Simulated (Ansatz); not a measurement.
Start from `FC1CCC1` and change one atom or group to get `FC1(Cl)CCC1`.

Ansatz, PBE0-D4/def2-TZVP geometries, multiplicity 1. 

| property | `FC1CCC1` |
| --- | --- |
| HOMO–LUMO gap (PBE/def2-TZVPP) / eV | 7.66 |
| size of the dipole moment (PBE/def2-TZVPP) / D | 1.73 |
| size of the dipole moment (B3LYP/def2-TZVPP) / D | 1.86 |
| HOMO energy (B3LYP/def2-TZVPP) / eV | -8.48 |
| size of the dipole moment (ωB97M-V/def2-TZVPP) / D | 1.85 |
| HOMO energy (PBE0/def2-TZVPP) / eV | -8.67 |

Problem. Give the same properties after the change, and the shifts. (Estimate.)

Solution. Computed: 
| property | `FC1(Cl)CCC1` | shift |
| --- | --- | --- |
| HOMO–LUMO gap (PBE/def2-TZVPP) / eV | 6.60 | -1.06 |
| size of the dipole moment (PBE/def2-TZVPP) / D | 2.40 | 0.67 |
| size of the dipole moment (B3LYP/def2-TZVPP) / D | 2.49 | 0.63 |
| HOMO energy (B3LYP/def2-TZVPP) / eV | -8.19 | 0.29 |
| size of the dipole moment (ωB97M-V/def2-TZVPP) / D | 2.47 | 0.62 |
| HOMO energy (PBE0/def2-TZVPP) / eV | -8.42 | 0.25 |

With PBE0 the HOMO rises by 0.25 eV and the LUMO falls by 0.65 eV, so the gap narrows by about 0.90 eV. PBE moves the HOMO by 0.16 eV and ωB97M-V by 0.30 eV. Dipoles are sizes alone; their direction can turn.

B3LYP here is the variant with VWN-RPA as its local correlation; programs differ in this.
